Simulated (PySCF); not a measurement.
# BClFH: NMR shifts at several levels of theory

How much do the NMR shifts of BClFH (`FBCl`) depend on the level of theory, and what does each level cost?

The runs use PySCF 2.14.0, with density-fitted response routines of our own; the level of theory stands in each step. All values are computed, except where a source is named. Atoms are numbered from 0 throughout.

## (1) The starting structure

4 atoms, charge 0, multiplicity 1; geometry from: GFN2-xTB.

Bonds of the start (Å): F0–B1 1.32, B1–Cl2 1.69, B1–H3 1.17.

## (2) Geometry optimisation at PBE0-D3(BJ)/def2-SVP

Job settings and geometry (Å):

```
{"job": {"xc": "PBE0", "basis": "def2-SVP", "d3": "d3bj", "grid": 1, "kind": "geom"}, "charge": 0, "multiplicity": 1}
F     -0.963779    -0.914193    -0.004381
B     -0.089391     0.069426    -0.006417
Cl     1.554343    -0.320767     0.001680
H     -0.490940     1.170307    -0.013736
```

What it wrote:

```text
step   0  E = -585.06047397  max force = 0.029452
step   1  E = -585.06224634  max force = 0.012886
step   2  E = -585.06245859  max force = 0.007274
step   3  E = -585.06242272  max force = 0.007021
step   4  E = -585.06256677  max force = 0.001800
step   5  E = -585.06257668  max force = 0.000254
optimisation converged
```

Run time: 4.7 s. Hardware: 1 thread, shared host.

Step by step:

| step | energy from step 0 (eV) | largest force component (eV/Å) |
| --- | --- | --- |
| 0 | 0.0000 | 1.5145 |
| 1 | -0.0482 | 0.6626 |
| 2 | -0.0540 | 0.3740 |
| 3 | -0.0530 | 0.3610 |
| 4 | -0.0569 | 0.0926 |
| 5 | -0.0572 | 0.0131 |

Close pairs (by a distance rule), those that changed most:

| bond | before (Å) | after (Å) | change (Å) |
| --- | --- | --- | --- |
| B1–Cl2 | 1.689 | 1.744 | +0.055 |
| B1–H3 | 1.172 | 1.202 | +0.030 |
| F0–B1 | 1.316 | 1.310 | -0.006 |

The final coordinates are the input of the step that follows.

| at the end point | value |
| --- | --- |
| point group (found at 0.08 Å tolerance) | Cs |
| rotational constants (GHz, main isotopes) | 61.527, 5.606, 5.138 |
| dipole moment (D) | 0.63 |

## (3) Shielding tensors: PBE0/cc-pVDZ

Job settings and geometry (Å):

```
{"job": {"kind": "nmr", "xc": "PBE0", "basis": "cc-pVDZ", "pop": true}, "charge": 0, "multiplicity": 1}
F     -0.711379    -0.194071     0.104928
B      0.201288     0.746224     0.103877
Cl     1.882075     0.281200     0.112322
H     -0.126159     1.902452     0.097111
```

Level: GIAO PBE0/cc-pVDZ NMR shielding, non-relativistic, gas phase.

What it wrote:

```text
coarse grid: 4416 points
cycle   1  E = -585.2610137502  dE =  2.398e-01  |g| = 4.474e-01  |ddm| = 3.711e+00
cycle   2  E = -585.2183616687  dE =  4.265e-02  |g| = 6.867e-01  |ddm| = 1.487e+00
cycle   3  E = -585.2982645315  dE = -7.990e-02  |g| = 4.302e-02  |ddm| = 8.336e-01
cycle   4  E = -585.2986489474  dE = -3.844e-04  |g| = 1.602e-02  |ddm| = 1.131e-01
cycle   5  E = -585.2987189492  dE = -7.000e-05  |g| = 3.087e-03  |ddm| = 3.543e-02
cycle   6  E = -585.2987218599  dE = -2.911e-06  |g| = 4.463e-04  |ddm| = 6.547e-03
final grid: 39936 points
cycle   7  E = -585.3082924386  dE = -1.972e-05  |g| = 1.502e-03  |ddm| = 2.676e-02
cycle   8  E = -585.3082928192  dE = -3.806e-07  |g| = 1.055e-03  |ddm| = 6.253e-03
cycle   9  E = -585.3082930822  dE = -2.631e-07  |g| = 2.817e-04  |ddm| = 2.495e-03
cycle  10  E = -585.3082930978  dE = -1.560e-08  |g| = 8.389e-05  |ddm| = 5.125e-04
cycle  11  E = -585.3082930991  dE = -1.264e-09  |g| = 2.387e-05  |ddm| = 1.416e-04
cycle  12  E = -585.3082930992  dE = -1.168e-10  |g| = 6.354e-06  |ddm| = 4.578e-05
converged SCF energy = -585.3082930992

GIAO shielding tensors (ppm)
atom      isotropic    diamagn.    paramagn.     s11        s22        s33       span
  0 F      190.283     462.374    -272.091      6.026    143.313    421.510    415.484
  1 B       74.642     197.552    -122.910     42.586     80.712    100.629     58.044
  2 Cl     770.912    1148.610    -377.697    469.790    904.704    938.243    468.453
  3 H       25.955      28.871      -2.916     23.375     24.176     30.314      6.940
```

Wall time 2.5 s (1 thread, shared host).

The references, computed at this level on geometries of the same kind, shield at (ppm): 1H TMS 31.29, 19F CFCl3 200.9, 11B BF3·OEt2 113.8, 35Cl HCl 961. Their shielding less the atom's gives the shift. The references are single molecules in the gas phase, so shifts against H2O, NH3, PH3, H3PO4 or CFCl3 are not on the usual liquid scales and can be off by tens of ppm.

| atoms | environment | σ (ppm) | δ (ppm) |
| --- | --- | --- | --- |
| H3 | hydrogen on a boron bonded to Cl, F | 25.95 | 5.34 |
| F0 | fluorine bonded to B | 190.3 | 10.6 |
| B1 | boron bonded to Cl, F, H | 74.6 | 39.2 |
| Cl2 | chlorine bonded to B | 771 | 190 |

Charges from the same density, by scheme (e):

| atoms | Mulliken | IAO | Hirshfeld | ESP fit |
| --- | --- | --- | --- | --- |
| F0 | -0.06 | -0.28 | -0.10 | -0.16 |
| B1 | 0.19 | 0.35 | 0.21 | 0.34 |
| Cl2 | -0.08 | -0.07 | -0.07 | -0.13 |

Mayer bond orders: F0–B1 1.45, B1–Cl2 1.32.

## (4) Nuclear shieldings: PBE0/cc-pVTZ

Job settings and geometry (Å):

```
{"job": {"kind": "nmr", "xc": "PBE0", "basis": "cc-pVTZ", "pop": true}, "charge": 0, "multiplicity": 1}
F     -0.711379    -0.194071     0.104928
B      0.201288     0.746224     0.103877
Cl     1.882075     0.281200     0.112322
H     -0.126159     1.902452     0.097111
```

With the program's defaults for keys left out, this is: GIAO PBE0/cc-pVTZ NMR shielding, non-relativistic, gas phase.

What it wrote:

```text
coarse grid: 4416 points
cycle   1  E = -585.3252640180  dE =  2.237e-01  |g| = 4.494e-01  |ddm| = 3.733e+00
cycle   2  E = -585.2834525239  dE =  4.181e-02  |g| = 7.125e-01  |ddm| = 1.248e+00
cycle   3  E = -585.3591720293  dE = -7.572e-02  |g| = 3.891e-02  |ddm| = 7.076e-01
cycle   4  E = -585.3594375608  dE = -2.655e-04  |g| = 2.065e-02  |ddm| = 8.143e-02
cycle   5  E = -585.3595299446  dE = -9.238e-05  |g| = 3.590e-03  |ddm| = 3.044e-02
cycle   6  E = -585.3595334288  dE = -3.484e-06  |g| = 8.509e-04  |ddm| = 5.655e-03
final grid: 39936 points
cycle   7  E = -585.3689620224  dE = -5.251e-05  |g| = 2.141e-03  |ddm| = 4.983e-02
cycle   8  E = -585.3689624088  dE = -3.864e-07  |g| = 1.628e-03  |ddm| = 5.535e-03
cycle   9  E = -585.3689628435  dE = -4.347e-07  |g| = 4.410e-04  |ddm| = 2.282e-03
cycle  10  E = -585.3689628723  dE = -2.877e-08  |g| = 1.412e-04  |ddm| = 6.693e-04
cycle  11  E = -585.3689628756  dE = -3.305e-09  |g| = 3.094e-05  |ddm| = 1.828e-04
cycle  12  E = -585.3689628758  dE = -1.844e-10  |g| = 1.028e-05  |ddm| = 5.786e-05
converged SCF energy = -585.3689628758

GIAO shielding tensors (ppm)
atom      isotropic    diamagn.    paramagn.     s11        s22        s33       span
  0 F      183.360     468.887    -285.527      0.563    141.200    408.317    407.754
  1 B       62.916     194.049    -131.132     31.518     69.822     87.409     55.892
  2 Cl     744.947    1147.311    -402.364    430.029    870.329    934.485    504.455
  3 H       25.781      28.025      -2.244     23.057     24.281     30.005      6.948
```

Wall time 4.8 s (1 thread, shared host).

Key values: δ F0 -0.8, B1 39.8, Cl2 207, H3 5.51 ppm.

## (5) Nuclear shieldings: PBE0/aug-cc-pVDZ

Job settings and geometry (Å):

```
{"job": {"kind": "nmr", "xc": "PBE0", "basis": "aug-cc-pVDZ", "pop": true}, "charge": 0, "multiplicity": 1}
F     -0.711379    -0.194071     0.104928
B      0.201288     0.746224     0.103877
Cl     1.882075     0.281200     0.112322
H     -0.126159     1.902452     0.097111
```

Level: GIAO PBE0/aug-cc-pVDZ NMR shielding, non-relativistic, gas phase.

What it wrote:

```text
coarse grid: 4416 points
cycle   1  E = -585.2773494748  dE =  2.401e-01  |g| = 4.046e-01  |ddm| = 4.333e+00
cycle   2  E = -585.2421309660  dE =  3.522e-02  |g| = 6.257e-01  |ddm| = 1.317e+00
cycle   3  E = -585.3083501993  dE = -6.622e-02  |g| = 3.917e-02  |ddm| = 7.148e-01
cycle   4  E = -585.3086545850  dE = -3.044e-04  |g| = 1.615e-02  |ddm| = 1.089e-01
cycle   5  E = -585.3087248836  dE = -7.030e-05  |g| = 3.099e-03  |ddm| = 3.230e-02
cycle   6  E = -585.3087278271  dE = -2.943e-06  |g| = 4.519e-04  |ddm| = 5.567e-03
final grid: 39936 points
cycle   7  E = -585.3182671821  dE = -2.081e-05  |g| = 1.524e-03  |ddm| = 5.391e-02
cycle   8  E = -585.3182675149  dE = -3.329e-07  |g| = 1.196e-03  |ddm| = 7.120e-03
cycle   9  E = -585.3182678162  dE = -3.013e-07  |g| = 3.582e-04  |ddm| = 2.574e-03
cycle  10  E = -585.3182678388  dE = -2.260e-08  |g| = 8.622e-05  |ddm| = 5.869e-04
cycle  11  E = -585.3182678402  dE = -1.423e-09  |g| = 2.277e-05  |ddm| = 1.404e-04
cycle  12  E = -585.3182678403  dE = -1.155e-10  |g| = 7.387e-06  |ddm| = 4.104e-05
converged SCF energy = -585.3182678403

GIAO shielding tensors (ppm)
atom      isotropic    diamagn.    paramagn.     s11        s22        s33       span
  0 F      200.393     458.865    -258.472     27.683    156.244    417.252    389.569
  1 B       72.924     207.516    -134.592     39.684     81.838     97.250     57.566
  2 Cl     763.281    1147.759    -384.478    459.477    887.026    943.342    483.866
  3 H       25.603      24.853       0.750     22.928     23.944     29.937      7.009
```

It took 3.9 s on 1 thread, shared host.

This run: δ F0 -6.2, B1 37.3, Cl2 204, H3 5.79 ppm.

## (6) Nuclear shieldings: PBE0/IGLO-III

Job settings and geometry (Å):

```
{"job": {"kind": "nmr", "xc": "PBE0", "basis": "IGLO-III", "pop": true}, "charge": 0, "multiplicity": 1}
F     -0.711379    -0.194071     0.104928
B      0.201288     0.746224     0.103877
Cl     1.882075     0.281200     0.112322
H     -0.126159     1.902452     0.097111
```

Level: GIAO PBE0/IGLO-III NMR shielding, non-relativistic, gas phase.

What it wrote:

```text
coarse grid: 4416 points
cycle   1  E = -585.3202182576  dE =  1.760e-01  |g| = 4.720e-01  |ddm| = 1.472e+00
cycle   2  E = -585.2764954176  dE =  4.372e-02  |g| = 7.257e-01  |ddm| = 4.392e-01
cycle   3  E = -585.3543883241  dE = -7.789e-02  |g| = 4.538e-02  |ddm| = 2.277e-01
cycle   4  E = -585.3546317217  dE = -2.434e-04  |g| = 2.936e-02  |ddm| = 5.427e-02
cycle   5  E = -585.3548138168  dE = -1.821e-04  |g| = 3.324e-03  |ddm| = 2.212e-02
cycle   6  E = -585.3548157794  dE = -1.963e-06  |g| = 1.448e-03  |ddm| = 2.907e-03
final grid: 39936 points
cycle   7  E = -585.3664320196  dE = -5.884e-05  |g| = 2.885e-03  |ddm| = 2.901e-02
cycle   8  E = -585.3664321492  dE = -1.296e-07  |g| = 2.420e-03  |ddm| = 3.048e-03
cycle   9  E = -585.3664329455  dE = -7.963e-07  |g| = 6.675e-04  |ddm| = 1.420e-03
cycle  10  E = -585.3664330146  dE = -6.912e-08  |g| = 1.547e-04  |ddm| = 2.696e-04
cycle  11  E = -585.3664330177  dE = -3.102e-09  |g| = 5.101e-05  |ddm| = 1.164e-04
cycle  12  E = -585.3664330183  dE = -6.022e-10  |g| = 9.978e-06  |ddm| = 3.642e-05
converged SCF energy = -585.3664330183

GIAO shielding tensors (ppm)
atom      isotropic    diamagn.    paramagn.     s11        s22        s33       span
  0 F      183.067     469.559    -286.493      1.464    137.399    410.337    408.873
  1 B       58.090     193.159    -135.069     25.037     65.982     83.252     58.215
  2 Cl     724.522    1147.957    -423.435    395.614    855.648    922.304    526.690
  3 H       25.780      28.255      -2.474     23.093     24.197     30.051      6.958
```

It took 5.2 s on 1 thread, shared host.

This run: δ F0 -8.4, B1 41.9, Cl2 220, H3 5.59 ppm.

## (7) Shielding tensors: PBE0/pcSseg-0

Job settings and geometry (Å):

```
{"job": {"kind": "nmr", "xc": "PBE0", "basis": "pcSseg-0", "pop": true}, "charge": 0, "multiplicity": 1}
F     -0.711379    -0.194071     0.104928
B      0.201288     0.746224     0.103877
Cl     1.882075     0.281200     0.112322
H     -0.126159     1.902452     0.097111
```

Level: GIAO PBE0/pcSseg-0 NMR shielding, non-relativistic, gas phase.

What it wrote:

```text
coarse grid: 4416 points
cycle   1  E = -584.4254964957  dE =  1.802e-01  |g| = 4.099e-01  |ddm| = 1.821e+00
cycle   2  E = -584.3960301141  dE =  2.947e-02  |g| = 6.228e-01  |ddm| = 9.069e-01
cycle   3  E = -584.4639821530  dE = -6.795e-02  |g| = 4.456e-02  |ddm| = 4.954e-01
cycle   4  E = -584.4644816732  dE = -4.995e-04  |g| = 1.550e-02  |ddm| = 7.463e-02
cycle   5  E = -584.4645354809  dE = -5.381e-05  |g| = 1.227e-03  |ddm| = 1.720e-02
cycle   6  E = -584.4645358799  dE = -3.990e-07  |g| = 2.012e-04  |ddm| = 2.079e-03
final grid: 39936 points
cycle   7  E = -584.4883402323  dE = -4.665e-06  |g| = 3.650e-03  |ddm| = 7.867e-03
cycle   8  E = -584.4883388611  dE =  1.371e-06  |g| = 4.806e-03  |ddm| = 6.786e-03
cycle   9  E = -584.4883422286  dE = -3.368e-06  |g| = 3.776e-04  |ddm| = 3.836e-03
cycle  10  E = -584.4883422621  dE = -3.352e-08  |g| = 2.818e-05  |ddm| = 3.970e-04
cycle  11  E = -584.4883422623  dE = -1.844e-10  |g| = 2.086e-05  |ddm| = 6.639e-05
converged SCF energy = -584.4883422623

GIAO shielding tensors (ppm)
atom      isotropic    diamagn.    paramagn.     s11        s22        s33       span
  0 F      148.683     473.466    -324.783    -75.213     84.160    437.102    512.315
  1 B       55.360     191.629    -136.270     16.448     64.509     85.123     68.675
  2 Cl     732.154    1146.294    -414.139    374.544    900.136    921.782    547.238
  3 H       26.334      27.405      -1.071     24.241     24.337     30.423      6.181
```

Run time: 1.8 s. Hardware: 1 thread, shared host.

This run: δ F0 29.7, B1 49.5, Cl2 220, H3 6.50 ppm.

## (8) NMR shieldings: PBE0/pcSseg-3

Job settings and geometry (Å):

```
{"job": {"kind": "nmr", "xc": "PBE0", "basis": "pcSseg-3", "pop": true}, "charge": 0, "multiplicity": 1}
F     -0.711379    -0.194071     0.104928
B      0.201288     0.746224     0.103877
Cl     1.882075     0.281200     0.112322
H     -0.126159     1.902452     0.097111
```

Method: GIAO PBE0/pcSseg-3 NMR shielding, non-relativistic, gas phase.

What it wrote:

```text
coarse grid: 4416 points
cycle   1  E = -585.3467636205  dE =  2.202e-01  |g| = 4.553e-01  |ddm| = 1.227e+00
cycle   2  E = -585.3036422345  dE =  4.312e-02  |g| = 7.228e-01  |ddm| = 3.713e-01
cycle   3  E = -585.3807846669  dE = -7.714e-02  |g| = 4.070e-02  |ddm| = 1.997e-01
cycle   4  E = -585.3810312900  dE = -2.466e-04  |g| = 2.612e-02  |ddm| = 3.880e-02
cycle   5  E = -585.3811660520  dE = -1.348e-04  |g| = 3.947e-03  |ddm| = 1.496e-02
cycle   6  E = -585.3811687179  dE = -2.666e-06  |g| = 1.522e-03  |ddm| = 2.750e-03
final grid: 39936 points
cycle   7  E = -585.3899655616  dE = -1.413e-04  |g| = 3.486e-03  |ddm| = 5.079e-02
cycle   8  E = -585.3899659070  dE = -3.455e-07  |g| = 2.269e-03  |ddm| = 2.864e-03
cycle   9  E = -585.3899666476  dE = -7.406e-07  |g| = 6.720e-04  |ddm| = 1.509e-03
cycle  10  E = -585.3899667450  dE = -9.736e-08  |g| = 1.756e-04  |ddm| = 4.364e-04
cycle  11  E = -585.3899667516  dE = -6.668e-09  |g| = 4.603e-05  |ddm| = 8.652e-05
cycle  12  E = -585.3899667520  dE = -3.245e-10  |g| = 1.377e-05  |ddm| = 2.108e-05
converged SCF energy = -585.3899667520

GIAO shielding tensors (ppm)
atom      isotropic    diamagn.    paramagn.     s11        s22        s33       span
  0 F      181.444     469.635    -288.192     -0.422    134.378    410.375    410.797
  1 B       56.574     193.504    -136.930     23.559     64.246     81.916     58.358
  2 Cl     730.844    1147.969    -417.125    407.936    858.886    925.710    517.774
  3 H       25.607      27.443      -1.836     22.831     24.129     29.862      7.031
```

It took 17 s on 1 thread, shared host.

In short: δ F0 -7.7, B1 42.0, Cl2 211, H3 5.56 ppm.

## (9) Comparing the runs: NMR shifts

Shifts (ppm), with basis size and wall time:

| run | H3 | F0 | B1 | Cl2 | functions | time |
| --- | --- | --- | --- | --- | --- | --- |
| PBE0/cc-pVDZ | 5.34 | 10.6 | 39.2 | 190 | 51 | 2.5 s |
| PBE0/cc-pVTZ | 5.51 | -0.8 | 39.8 | 207 | 108 | 4.8 s |
| PBE0/aug-cc-pVDZ | 5.79 | -6.2 | 37.3 | 204 | 82 | 3.9 s |
| PBE0/IGLO-III | 5.59 | -8.4 | 41.9 | 220 | 124 | 5.2 s |
| PBE0/pcSseg-0 | 6.50 | 29.7 | 49.5 | 220 | 33 | 1.8 s |
| PBE0/pcSseg-3 | 5.56 | -7.7 | 42.0 | 211 | 253 | 17 s |

## (10) Summary of results

| quantity | value |
| --- | --- |
| point group | Cs |
| rotational constants (main isotopes) | 61.53, 5.61, 5.14 GHz |
| 1H shifts against TMS (PBE0/cc-pVDZ) | 5.34 ppm |
| 19F shifts against CFCl3 (PBE0/cc-pVDZ) | 10.6 ppm |
| 11B shifts against BF3·OEt2 (PBE0/cc-pVDZ) | 39.2 ppm |
| 35Cl shifts against HCl (PBE0/cc-pVDZ) | 190 ppm |
| range of the shift of F0 | -8.4 to 29.7 ppm |

In words: Single values in the summary come from the first run of each kind that ended normally (PBE0/cc-pVDZ), which need not be the best level. Relaxing lowered the energy by 0.057 eV in 5 steps; the close pair that moved most is B1–Cl2, from 1.689 to 1.744 Å. At PBE0/cc-pVDZ: The widest tensor belongs to Cl2: span 468 ppm, with a paramagnetic part of -378 ppm. Across the 6 runs the shift of F0 moves most, between -8.4 (PBE0/IGLO-III) and 29.7 ppm (PBE0/pcSseg-0).
